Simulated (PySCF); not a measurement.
## SMILES c1c[cH+][cH+]1, [C4H4]2+, charge +2

Geometry (Å), atoms numbered from 1 in this order:
```xyz
8

C    -0.975   -0.031    0.080
C     0.119   -0.833    0.494
C     0.907    0.296    0.153
C    -0.060    0.499   -0.865
H    -2.025    0.150    0.397
H     0.287   -1.875    0.845
H     1.808    0.816    0.544
H    -0.078    0.838   -1.923
```

Total charge +2.

Method used: GIAO B3LYP/pcseg-1 magnetisability, rotational g tensor and spin-rotation constants, non-relativistic, gas phase in PySCF. Geometry: PBE0-D3(BJ)/def2-SVP.

For an ion the centre-of-mass motion in the field is neglected.

**Question.** What are the magnetisability and the molar susceptibility?

**Answer.** Isotropic -368 × 10⁻³⁰ J/T², or -22.1 × 10⁻⁶ cm³/mol; principal values -778, -162, -162 × 10⁻³⁰ J/T², anisotropy 616 × 10⁻³⁰ J/T² (root of half the summed squared differences of the principal values). The susceptibility is in cgs units.

**Question.** Split it along the inertial axes a, b, c into diamagnetic and paramagnetic parts about the centre of mass, with the quadrupole moment.

**Answer.** 
| axis | χ (10⁻⁶ cm³/mol) | diamagnetic (10⁻⁶ cm³/mol) | paramagnetic (10⁻⁶ cm³/mol) | summed x² of all electrons (Å²) | quadrupole Θ (D Å) |
| --- | --- | --- | --- | --- | --- |
| a | -9.8 | -113.3 | 103.5 | 20.1 | +4.61 |
| b | -9.8 | -113.3 | 103.5 | 20.1 | +4.61 |
| c | -46.9 | -170.3 | 123.4 | 6.6 | -9.23 |

Anisotropies 2χaa − χbb − χcc = +37.1 and 2χbb − χaa − χcc = +37.1 × 10⁻⁶ cm³/mol. Θ is traceless in Buckingham's convention.

**Question.** And the rotational g tensor?

**Answer.** 
| axis | rotational constant (GHz) | g | nuclear part | electronic part |
| --- | --- | --- | --- | --- |
| a | 14.9206 | -0.0794 | 0.6460 | -0.7254 |
| b | 14.9168 | -0.0794 | 0.6458 | -0.7252 |
| c | 8.5443 | +0.1362 | 0.6317 | -0.4955 |

Oblate top; isotopes 12C, 1H; no vibrational averaging.
